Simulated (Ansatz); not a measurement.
`C/C(O)=C(\C)Cl` and `C/C(F)=C(/C)Cl` differ in one atom or group (the configuration at the double bond changes too).

Ansatz, PBE0-D4/def2-TZVP geometries, multiplicity 1. Each molecule was computed in one conformer, which needn't be the lowest.

```
                                      property  `C/C(O)=C(\C)Cl`
            HOMO energy (PBE0/def2-TZVPP) / eV             -6.29
             LUMO energy (PBE/def2-TZVPP) / eV             -0.18
         HOMO energy (ωB97M-V/def2-TZVPP) / eV             -8.47
       HOMO–LUMO gap (ωB97M-V/def2-TZVPP) / eV             11.09
           HOMO energy (B3LYP/def2-TZVPP) / eV             -6.10
size of the dipole moment (PBE/def2-TZVPP) / D              1.38
```

Give the same properties after the change, and the shifts. (An estimate is asked.)

The calculation gave: 
```csv
property,`C/C(F)=C(/C)Cl`,shift
HOMO energy (PBE0/def2-TZVPP) / eV,-6.81,-0.52
LUMO energy (PBE/def2-TZVPP) / eV,-0.61,-0.43
HOMO energy (ωB97M-V/def2-TZVPP) / eV,-8.99,-0.52
HOMO–LUMO gap (ωB97M-V/def2-TZVPP) / eV,11.49,0.40
HOMO energy (B3LYP/def2-TZVPP) / eV,-6.61,-0.51
size of the dipole moment (PBE/def2-TZVPP) / D,0.35,-1.03
```

With PBE0 the HOMO falls by 0.52 eV and the LUMO falls by 0.42 eV, so the gap widens by about 0.10 eV. PBE moves the HOMO by -0.49 eV and ωB97M-V by -0.52 eV. Dipoles are sizes alone; their direction can turn.

B3LYP here is the variant with VWN-RPA as its local correlation; programs differ in this.
